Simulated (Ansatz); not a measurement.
A relaxed structure of InSb. Computed with r2SCAN (plane waves to 500 eV, PAW, scalar-relativistic; Ansatz, an electronic-structure program).

```
CELL_PARAMETERS angstrom
      0.00000     3.27924     3.27924
      3.27924     0.00000     3.27924
      3.27924     3.27924     0.00000
ATOMIC_POSITIONS crystal
  In 0.25000 0.25000 0.25000
  Sb 0.00000 0.00000 0.00000
```

### Question
Determine the symmetry and give the standard cell with its independent sites.

### Answer
Space group F-43m (No. 216); a = 6.5585 Å, b = 6.5585 Å, c = 6.5585 Å, α = 90.00°, β = 90.00°, γ = 90.00°

| atom | site | symmetry | x | y | z |
|---|---|---|---|---|---|
| In | 4d | -43m | 0.7500 | 0.7500 | 0.7500 |
| Sb | 4a | -43m | 0.0000 | 0.0000 | 0.0000 |

This is the zinc blende type.

### Question
Give the shortest distances between elements (the closest pairs, up to four, under 3.6 Å).

### Answer
In–Sb 2.84 Å.

```json
{
 "volume_per_atom": "35.26 Å³",
 "density": "5.57 g/cm³",
 "band_gap": "0.02 eV, direct at Γ (no spin-orbit coupling)"
}
```

No spin polarisation in the result. Spin-orbit coupling is missing; with elements this heavy it can move band edges by tenths of an eV or more.

Measured for InSb: a 6.468 Å (static lattice; corrected from measurement; as listed in Daniel Mejia-Rodriguez, S. B. Trickey, Phys. Rev. B (2018)); gap 0.235 eV (0 K or low temperature; as listed in I. Vurgaftman, J. R. Meyer, L. R. Ram-Mohan, Journal of Applied Physics (2001)). Computed minus measured — a: r2SCAN +1.4 %; gap: r2SCAN -0.22 eV. The computed values are for a static lattice, and a measured gap can be an optical one, lowered by exciton binding.

The run could not lose the symmetry of its start.
